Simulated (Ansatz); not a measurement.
Cartesian coordinates (Å):
SMILES: N#C
```xyz
3

C     -0.0261    -0.2593     0.0000
N      1.1015    -0.0539     0.0000
H     -1.0755    -0.4506     0.0000
```
Charge 0, multiplicity 1.

Computed with frozen-core CCSD(T)/cc-pVTZ // B3LYP-D3(BJ)/def2-TZVP (Ansatz, a first-principles code).

- HF energy: -92.90894 Ha
- MP2 correlation energy: -0.34378 Ha

### Question
Estimate the CCSD correlation energy, the (T) correction, the total energy and the T1 diagnostic.

### Answer

* **CCSD correlation energy**: -0.34821 Ha
* **(T) correction**: -0.01765 Ha
* **CCSD(T) total energy**: -93.27480 Ha
* **T1 diagnostic**: 0.014
